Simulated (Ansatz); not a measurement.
## Counterpoise correction, worked out

The pair of H2S (SMILES S, atoms 1–3) and Si2H6 (SMILES [SiH3][SiH3], atoms 4–11), both closed shells, in one local arrangement (a lower one may exist), relaxed at PBE0-D4/def2-TZVP:

```
atom    x (Å)    y (Å)    z (Å)
  S1   0.9632  -0.0165  -2.3342
  H2   0.8182   1.3174  -2.3373
  H3  -0.2566  -0.2066  -2.8599
 Si4   0.9068   0.0536   1.3162
 Si5  -1.2777  -0.3302   0.5518
  H6   1.8068  -1.0681   0.9420
  H7   1.4516   1.3179   0.7536
  H8   0.9112   0.1773   2.8011
  H9  -2.2085  -0.4881   1.7044
 H10  -1.3521  -1.5685  -0.2682
 H11  -1.7629   0.8119  -0.2696
```

Computed with Ansatz 0.2.0 (basis: def2-TZVPPD); correlated methods freeze the cores.

MP2 total energies in eV:

| system | geometry | basis functions | energy |
| --- | --- | --- | --- |
| pair | pair | all | -26681.73186 |
| H2S | as in the pair | all (partner as ghosts) | -10854.66136 |
| Si2H6 | as in the pair | all (partner as ghosts) | -15826.96994 |
| H2S | as in the pair | its own | -10854.64567 |
| Si2H6 | as in the pair | its own | -15826.96089 |
| H2S | free (PBE0-D4 minimum) | its own | -10854.64589 |
| Si2H6 | free (PBE0-D4 minimum) | its own | -15827.01163 |

(1) Work out the interaction energy with and without the counterpoise correction, the superposition error, and the binding energy from the relaxed fragments.

No T1 diagnostic of these runs exceeds 0.013.

## Answers

(1) Without correction: -26681.73186 − (-10854.64567) − (-15826.96089) = -0.12530 eV.
With correction (each fragment in the whole basis): -26681.73186 − (-10854.66136) − (-15826.96994) = -0.10056 eV = -2.32 kcal/mol.
The superposition error is the difference, 0.02474 eV, 20 % of the uncorrected value: each fragment borrows its partner's functions.
Deformation from the free shapes: 0.00022 eV for H2S and 0.05074 eV for Si2H6.
Binding energy from relaxed fragments: -0.10056 + 0.00022 + 0.05074 = -0.04960 eV = -1.14 kcal/mol (electronic, without zero-point energy; negative means bound). For comparison, the corrected interaction energy by CCSD(T) at an estimated basis limit (MP2 extrapolated from triple and quadruple zeta, plus CCSD(T) − MP2 in triple zeta) is -0.109 eV.

For scale, one of the runs: CCSD(T)/def2-TZVPPD, 283 basis functions, launched by `ansatz run in.yaml --threads 4 --pin off --events-out ev --progress --plain --max-ram 9574MiB`. Time: 94 s of wall clock on 4 CPU threads of an Arm Neoverse V2; the host was shared. Peak host memory: 7.4 GiB.
